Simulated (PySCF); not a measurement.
**Scan of SiH4, triplet**

All five atoms lie in one plane.

Starting geometry (PBE0/def2-TZVP stationary point for this spin, not checked as a minimum):

```csv
atom,x (Å),y (Å),z (Å)
Si,0.0000,0.0000,0.0000
H,-0.0115,1.0851,1.0776
H,-0.0165,-1.0776,1.0850
H,0.0165,1.0776,-1.0850
H,0.0115,-1.0851,-1.0776
```

From there H2 moves along the line of the two atoms named below, all else staying in place; atoms are numbered as listed. Energies are in kcal/mol, counted from the starting geometry at the same level. Kohn–Sham curves keep the symmetry of the cluster determinant, unrestricted for open shells and where UHF breaks spin symmetry.

Basis 6-31G; PySCF 2.14.0. Correlated methods freeze the noble-gas cores.

In so small a basis the reference is far from its limit while semilocal and hybrid functionals are nearer theirs (RPA and double hybrids share much of the reference's basis error), so the functionals' errors here hold much of the reference's basis and frozen-core error, which can add to them or hide them.

Full CI is exact within this basis and frozen core; it isn't the basis-set limit.

```
distance Si1-H2 (Å)  full CI   PBE  r2SCAN  PBE0  B3LYP  wB97M-V  B2PLYP
              1.193     36.5  35.8    34.5  34.7   34.0     33.6    34.1
              1.350      9.4   8.9     8.2   8.3    8.1      7.8     8.1
              1.529      0.0   0.0     0.0   0.0    0.0      0.0     0.0
              1.660     -0.1   0.6     1.0   1.0    1.0      1.2     0.9
              1.905      3.8   7.2     7.8   7.9    7.8      8.4     7.2
              2.136      6.2  13.7    13.8  13.9   13.9     14.3    11.9
              2.393      6.4  18.2    18.1  17.3   17.8     17.3    14.0
              2.840      5.0  20.7    21.4  18.7   20.0     18.5    14.5
              3.369      4.2  21.3    22.4  19.0   20.4     18.4    14.3
              4.124      4.0  21.5    22.9  19.1   20.6     18.4    14.3
              5.179      4.1  21.7    23.1  19.3   20.7     18.7    14.4
```
